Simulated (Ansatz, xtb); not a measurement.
# Ranking isomers of C2HFO

3 gas-phase structures of C2HFO, found in a search over its isomers (lower ones may exist). Each was relaxed with GFN2-xTB; where two conformers were screened, the lower at r2SCAN-D4/def2-SVP is listed:

A. `O=C=CF`, a singlet
B. `OC#CF`, a singlet
C. `F[C@@H]1[C]O1`, a singlet

Make a reasoned guess at their ranking by r2SCAN-D4/def2-SVP single-point energy.

Calculated order at r2SCAN-D4/def2-SVP: A (0.0), B (38.1), C (45.1) kcal/mol.

Energies above the lowest of each column, in kcal/mol; the last columns are at PBE-D3(BJ)/def2-SVP geometries and were run for some of them only (a dash: not run or not comparable):

```tsv
structure	GFN2-xTB	HF/STO-3G	r2SCAN-D4/def2-SVP	PBE-D3(BJ)/def2-SVP	CCSD(T)/def2-TZVPP
A	0.0	0.0	0.0	0.0	0.0
B	19.0	21.3	38.1	37.5	36.1
C	46.2	25.0	45.1	–	–
```

Every level run on A puts it lowest or level with the lowest. Frequencies (PBE-D3(BJ)/def2-SVP) were run for A, B alone.

Programs: Ansatz 0.2.0, xtb 6.7.1.
